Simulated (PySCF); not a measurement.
# AlSi: bond curves at several levels of theory

The task here is to estimate one member of a computed series from the others.

Computed with PySCF 2.14.0. Level: Al aug-pcseg-1, Si aug-pcseg-1, no relativity.

Set-up of the first run:

A driver script around PySCF takes these settings:

```
atoms                         : Al, Si
charge                        : 0
basis                         : Al aug-pcseg-1, Si aug-pcseg-1
Hamiltonian                   : no relativity
basis functions               : 54
electrons treated             : 27
masses in u                   : 26.9815, 27.9769
levels                        : PBE0, PBE, r²SCAN, B97-3, revPBE, B3LYP, HF, MP2, SCS-MP2, CCSD, CCSD(T)
grid                          : 80 radial by 434 angular points
occupations                   : held fixed by the projection of orbital angular momentum
dissociation limit            : Al + Si, each in its ground configuration
starting distance in angstrom : 2.310
values of 2S to try           : 1, 3
```

On the command line:

```bash
$ OMP_NUM_THREADS=1 python dia.py task.json out
```

Among the steps run: Set-up; The PBE0 curve of the state that the search chose; Excited determinants; PBE (GGA); r²SCAN (meta-GGA); B97-3 (global hybrid GGA); revPBE; B3LYP; UHF; MP2 and coupled cluster.

One table of the session follows, with a row left open; its other results are not shown here.

It belongs to the step «The curves together». Energy (eV) from each level's lowest point:

```
R (Å)    UHF  UHF-MP2  UHF-SCS-MP2  UHF-CCSD  UHF-CCSD(T)
2.090  0.773    0.661        0.666       n/a          n/a
2.187  0.386    0.288        0.291     0.322        0.317
2.284  0.156    0.088        0.090     0.108        0.105
2.357  0.059    0.019        0.020     0.028        0.027
2.430      ?        ?            ?         ?            ?
2.503  0.000    0.018        0.017     0.010        0.012
2.600  0.030    0.084        0.082     0.067        0.072
2.722  0.116    0.212        0.208     0.185        0.192
2.867  0.262    0.404        0.395     0.362        0.372
3.062  0.488    0.687        0.668       n/a          n/a
```

Q: Estimate the row for R (Å) = 2.430 from the others.

Worked estimate for «UHF». A straight line through the neighbours (2.357, 0.059) and (2.503, 0.000) gives 0.059 + (0.000 − 0.059) × (2.430 − 2.357) / (2.503 − 2.357) = 0.029; a parabola fitted to 4 rows on both sides gives 0.012.

The run gave: UHF: 0.011; UHF-MP2: 0.000; UHF-SCS-MP2: 0.000; UHF-CCSD: 0.000; UHF-CCSD(T): 0.000. In «UHF» the line misses by +0.018 and the parabola by +0.001.
